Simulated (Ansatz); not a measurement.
Rutile CrO2, relaxed in Ansatz (plane waves) with several semilocal functionals. Each gives its own volume and its own bulk modulus:

| level | V0 (Å³/atom) | bulk modulus (GPa) | ln V0 | ln B0 |
|---|---|---|---|---|
| LDA | 9.018 | 280.3 | 2.1992 | 5.6359 |
| r²SCAN | 9.412 | 252.8 | 2.2420 | 5.5326 |
| PBE | 9.616 | 230.2 | 2.2634 | 5.4389 |

**Question.** Fit a straight line to ln B0 against ln V0. What does it predict for PBEsol, whose volume is 9.284 Å³/atom?

**Answer.** With x = ln V0 and y = ln B0: means 2.23487 and 5.53580; Σ(Δx Δy) = -0.006358, Σ(Δx²) = 0.002137, so the slope is -2.98. At x = 2.2283 the line gives y = 5.53580 + (-2.98) × (2.2283 − 2.23487) = 5.5554, or 258.6 GPa. The run with PBEsol gives 255.9 GPa, -1.0 % from the line. The rows used scatter about it by up to 1.8 %, while the largest value lies 22 % above the smallest. For comparison, PBE's own equation of state has B′ = 5.1, the slope −d ln B/d ln V at a fixed functional; the two needn't agree, since functionals also differ at one volume.

Measured: 242 ± 2 GPa (measured, temperature not stated, not corrected to a static lattice, equation of state from high-pressure X-ray diffraction; as tabulated in Datta et al. (2023), arXiv:2307.04584).

Spin-polarised runs: LDA (parallel moments), PBEsol (parallel moments), r²SCAN (parallel moments), PBE (parallel moments).

Ansatz's density-functional and Hartree–Fock values are scalar-relativistic unless marked +SOC, with PAW data made under PBE.

Ansatz is a program for electronic structure.
